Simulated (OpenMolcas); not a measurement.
**SiH2 (SMILES [H][Si][H]): the vertical ionisation energy, rung by rung**

SiH2: 3 atoms, total charge 0, spin state singlet. SMILES: `[H][Si][H]`. Geometry: relaxed at GFN2-xTB.

```xyz
3

Si    0.0052   -0.0082   -0.6557
H     1.1102   -0.0200    0.3374
H    -1.1155    0.0282    0.3183
```

Quantity: the vertical ionisation energy (to the doublet cation), in eV. The values are calculated.

| level | kind | program | value (eV) | CPU time (all runs) |
| --- | --- | --- | --- | --- |
| SVWN5/6-31G* (spherical functions) | LDA | OpenMolcas | 9.23 | 6.4 s |
| B3LYP/6-31G* (spherical functions) | global hybrid | OpenMolcas | 9.22 | 7.9 s |
| PBE0/6-31G* (spherical functions) | global hybrid | OpenMolcas | 9.12 | 7.2 s |
| CASSCF(6,6)/6-31G* (spherical functions) | multireference | OpenMolcas | ? | 6.8 s |
| MC-PDFT[tPBE](6,6)/6-31G* (spherical functions) | multireference | OpenMolcas | 9.22 | 7 s |
| MRCI(6,6)/6-31G* (spherical functions) | multireference | OpenMolcas | 8.85 | 7.2 s |
| SC-NEVPT2(6,6)/6-31G* (spherical functions) | multireference | OpenMolcas | ? | 6.6 s |
| FCI/6-31G* (spherical functions), open shells restricted | exact in the basis | OpenMolcas | 8.86 | 12 s |

Q: Estimate what the levels marked ? give.

A: As computed at these levels: CASSCF(6,6)/6-31G* (spherical functions): 8.46 eV; SC-NEVPT2(6,6)/6-31G* (spherical functions): 8.71 eV. The values span 8.46 to 9.23 eV. CPU times are rough (shared hosts, several kinds of processor): they show what a rung costs within a factor of a few.
